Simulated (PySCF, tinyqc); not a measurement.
Worked calculation (part 2 of 2): RHF in the sto-3g basis, for CH2, spin multiplicity 1. This run ends on a higher stationary point, not on the lowest solution. The lowest restricted solution is unstable here: a spin-polarised one lies 0.0416 hartree lower (PySCF). Computed by tinyqc, a small Python program that keeps every step (integrals from PySCF). Command: `OMP_NUM_THREADS=1 python tinyqc.py 29810 29811 out.jsonl` (the two numbers bound the seeds that draw the settings). One thread of a shared host (Intel(R) Xeon(R) Processor @ 2.60GHz), about 0.06 s of CPU time with the checks.

Geometry (angstrom):

| atom | x | y | z |
|---|---|---|---|
| C | 0.000000 | 0.000000 | 0.000000 |
| H | 0.000000 | 1.154000 | 0.529000 |
| H | 0.000000 | -1.154000 | 0.529000 |

## Iteration 2: diagonalisation and new density

extrapolated F (hartree):
```
             1C 1s      1C 2s     1C 2px     1C 2py     1C 2pz      2H 1s      3H 1s
1C 1s   -10.895515  -2.942443   0.000000   0.000000   0.014861  -0.495584  -0.495584
1C 2s    -2.942443  -1.304601   0.000000   0.000000  -0.097437  -0.546629  -0.546629
1C 2px    0.000000   0.000000  -0.194817   0.000000   0.000000   0.000000   0.000000
1C 2py    0.000000   0.000000   0.000000  -0.120899   0.000000  -0.334690   0.334690
1C 2pz    0.014861  -0.097437   0.000000   0.000000   0.246497  -0.122632  -0.122632
2H 1s    -0.495584  -0.546629   0.000000  -0.334690  -0.122632  -0.305748  -0.091361
3H 1s    -0.495584  -0.546629   0.000000   0.334690  -0.122632  -0.091361  -0.305748
```

X:
```
            1C 1s      1C 2s    1C 2px     1C 2py     1C 2pz      2H 1s      3H 1s
1C 1s    1.026437  -0.146463  0.000000   0.000000  -0.007113   0.022726   0.022726
1C 2s   -0.146463   1.180314  0.000000   0.000000   0.064660  -0.247778  -0.247778
1C 2px   0.000000   0.000000  1.000000   0.000000   0.000000   0.000000   0.000000
1C 2py   0.000000   0.000000  0.000000   1.134597   0.000000  -0.236903   0.236903
1C 2pz  -0.007113   0.064660  0.000000   0.000000   1.026790  -0.103068  -0.103068
2H 1s    0.022726  -0.247778  0.000000  -0.236903  -0.103068   1.157046  -0.023311
3H 1s    0.022726  -0.247778  0.000000   0.236903  -0.103068  -0.023311   1.157046
```

Diagonalise F' = X^T F X, C = X C', fill 4 alpha and 4 beta electrons from the bottom; D = 2 C_occ C_occ^T. Each column has its largest component positive (the first on a tie).

F' = X^T F X (hartree):
```
            1          2          3          4          5          6          7
1  -10.662198  -1.571744   0.000000   0.000000   0.004980  -0.035363  -0.035363
2   -1.571744  -0.521388   0.000000   0.000000   0.014837  -0.370312  -0.370312
3    0.000000   0.000000  -0.194817   0.000000   0.000000   0.000000   0.000000
4    0.000000   0.000000   0.000000   0.180146   0.000000  -0.393349   0.393349
5    0.004980   0.014837   0.000000   0.000000   0.300020  -0.147770  -0.147770
6   -0.035363  -0.370312   0.000000  -0.393349  -0.147770   0.031056  -0.031038
7   -0.035363  -0.370312   0.000000   0.393349  -0.147770  -0.031038   0.031056
```

orbital energies (hartree): MO1 -10.901724, MO2 -0.684609, MO3 -0.438283, MO4 -0.194817, MO5 0.173610, MO6 0.529175, MO7 0.680522

coefficients C:
```
              MO1        MO2        MO3       MO4        MO5        MO6        MO7
1C 1s    0.993079  -0.221117   0.000000  0.000000   0.142263  -0.144119   0.000000
1C 2s    0.028443   0.717758   0.000000  0.000000  -0.653601   0.773551   0.000000
1C 2px   0.000000   0.000000   0.000000  1.000000   0.000000   0.000000   0.000000
1C 2py   0.000000   0.000000   0.509687  0.000000   0.000000   0.000000   1.067602
1C 2pz   0.000542   0.083779   0.000000  0.000000   0.698762   0.764517   0.000000
2H 1s   -0.005310   0.287867   0.462103  0.000000   0.384933  -0.695803  -0.734306
3H 1s   -0.005310   0.287867  -0.462103  0.000000   0.384933  -0.695803   0.734306
```

D after iteration 2:
```
            1C 1s      1C 2s    1C 2px     1C 2py     1C 2pz      2H 1s      3H 1s
1C 1s    2.070197  -0.260924  0.000000   0.000000  -0.035973  -0.137852  -0.137852
1C 2s   -0.260924   1.031971  0.000000   0.000000   0.120296   0.412936   0.412936
1C 2px   0.000000   0.000000  2.000000   0.000000   0.000000   0.000000   0.000000
1C 2py   0.000000   0.000000  0.000000   0.519562   0.000000   0.471056  -0.471056
1C 2pz  -0.035973   0.120296  0.000000   0.000000   0.014038   0.048228   0.048228
2H 1s   -0.137852   0.412936  0.000000   0.471056   0.048228   0.592870  -0.261287
3H 1s   -0.137852   0.412936  0.000000  -0.471056   0.048228  -0.261287   0.592870
```

## Iteration 8 (converged): orbitals

converged F (hartree):
```
             1C 1s      1C 2s     1C 2px     1C 2py     1C 2pz      2H 1s      3H 1s
1C 1s   -10.892368  -2.938656   0.000000   0.000000   0.006607  -0.495369  -0.495369
1C 2s    -2.938656  -1.323759   0.000000   0.000000  -0.081892  -0.552759  -0.552759
1C 2px    0.000000   0.000000  -0.195723   0.000000   0.000000   0.000000   0.000000
1C 2py    0.000000   0.000000   0.000000  -0.119517   0.000000  -0.340812   0.340812
1C 2pz    0.006607  -0.081892   0.000000   0.000000   0.262424  -0.107169  -0.107169
2H 1s    -0.495369  -0.552759   0.000000  -0.340812  -0.107169  -0.316048  -0.086983
3H 1s    -0.495369  -0.552759   0.000000   0.340812  -0.107169  -0.086983  -0.316048
```

As before.

F' = X^T F X (hartree):
```
            1          2          3          4          5          6          7
1  -10.660193  -1.565794   0.000000   0.000000  -0.005244  -0.034825  -0.034825
2   -1.565794  -0.541239   0.000000   0.000000   0.027835  -0.372270  -0.372270
3    0.000000   0.000000  -0.195723   0.000000   0.000000   0.000000   0.000000
4    0.000000   0.000000   0.000000   0.186859   0.000000  -0.398502   0.398502
5   -0.005244   0.027835   0.000000   0.000000   0.312406  -0.135138  -0.135138
6   -0.034825  -0.372270   0.000000  -0.398502  -0.135138   0.020152  -0.028493
7   -0.034825  -0.372270   0.000000   0.398502  -0.135138  -0.028493   0.020152
```

orbital energies (hartree): MO1 -10.898438, MO2 -0.698591, MO3 -0.450035, MO4 -0.195723, MO5 0.178292, MO6 0.521370, MO7 0.685540

coefficients C:
```
              MO1        MO2        MO3       MO4        MO5        MO6        MO7
1C 1s    0.993142  -0.223427   0.000000  0.000000   0.138880  -0.143421   0.000000
1C 2s    0.028223   0.728044   0.000000  0.000000  -0.651451   0.765721   0.000000
1C 2px   0.000000   0.000000   0.000000  1.000000   0.000000   0.000000   0.000000
1C 2py   0.000000   0.000000   0.500968  0.000000   0.000000   0.000000   1.071721
1C 2pz   0.001258   0.057974   0.000000  0.000000   0.683365   0.780656   0.000000
2H 1s   -0.005339   0.283708   0.468073  0.000000   0.408056  -0.684239  -0.730515
3H 1s   -0.005339   0.283708  -0.468073  0.000000   0.408056  -0.684239   0.730515
```

D after iteration 8:
```
            1C 1s      1C 2s    1C 2px     1C 2py     1C 2pz      2H 1s      3H 1s
1C 1s    2.072500  -0.269270  0.000000   0.000000  -0.023407  -0.137381  -0.137381
1C 2s   -0.269270   1.061688  0.000000   0.000000   0.084487   0.412802   0.412802
1C 2px   0.000000   0.000000  2.000000   0.000000   0.000000   0.000000   0.000000
1C 2py   0.000000   0.000000  0.000000   0.501938   0.000000   0.468979  -0.468979
1C 2pz  -0.023407   0.084487  0.000000   0.000000   0.006725   0.032882   0.032882
2H 1s   -0.137381   0.412802  0.000000   0.468979   0.032882   0.599222  -0.277148
3H 1s   -0.137381   0.412802  0.000000  -0.468979   0.032882  -0.277148   0.599222
```

## Convergence

Stop when the energy changes by less than 1e-08 hartree and every element of the error matrix X^T (F D S - S D F) X is below 3e-05.

Course of the cycle:

| iteration | E (hartree) | change | largest element of the error matrix |
|---|---|---|---|
| 1 | -36.74475655 | - | 5.76e-01 |
| 2 | -38.18043376 | -1.44e+00 | 9.09e-02 |
| 3 | -38.19208572 | -1.17e-02 | 2.69e-02 |
| 4 | -38.19318682 | -1.10e-03 | 2.89e-03 |
| 5 | -38.19320661 | -1.98e-05 | 5.45e-04 |
| 6 | -38.19320734 | -7.27e-07 | 8.06e-05 |
| 7 | -38.19320735 | -1.79e-08 | 1.96e-06 |
| 8 | -38.19320735 | -4.19e-12 | 3.75e-07 |

PySCF RHF in the same basis = -38.31041113 hartree

Converged in 8 iterations. But the solution lies 0.11720 hartree above the reference: it is another stationary point, not the lowest restricted one. Reruns (cap 100 unless said): DIIS 8: converged in 7 to a higher stationary point; damping 0.5: converged in 29 to a higher stationary point; level shift 0.5: converged in 17 to a higher stationary point; atomic densities as start, DIIS 8: converged in 8.

## Populations, bond orders and dipole

overlap S:
```
           1C 1s     1C 2s    1C 2px     1C 2py    1C 2pz     2H 1s      3H 1s
1C 1s   1.000000  0.248362  0.000000   0.000000  0.000000  0.041086   0.041086
1C 2s   0.248362  1.000000  0.000000   0.000000  0.000000  0.392874   0.392874
1C 2px  0.000000  0.000000  1.000000   0.000000  0.000000  0.000000   0.000000
1C 2py  0.000000  0.000000  0.000000   1.000000  0.000000  0.364279  -0.364279
1C 2pz  0.000000  0.000000  0.000000   0.000000  1.000000  0.166988   0.166988
2H 1s   0.041086  0.392874  0.000000   0.364279  0.166988  1.000000   0.070365
3H 1s   0.041086  0.392874  0.000000  -0.364279  0.166988  0.070365   1.000000
```

Mulliken: Z minus the diagonal of D S on the atom; Loewdin: the same with S^(1/2) D S^(1/2); Mayer order: 2 sum_s sum (D(s) S)_ij (D(s) S)_ji over the two atoms.

Charges (e):

| atom | Mulliken | Loewdin |
|---|---|---|
| 1C | -0.174829 | -0.134715 |
| 2H | 0.087415 | 0.067358 |
| 3H | 0.087415 | 0.067358 |

Mayer bond orders:

| pair | order |
|---|---|
| 2-1 | 0.932922 |
| 3-1 | 0.932922 |
| 3-2 | 0.059437 |

dipole moment about the origin, x y z (debye): 0.000000  0.000000  -0.063841
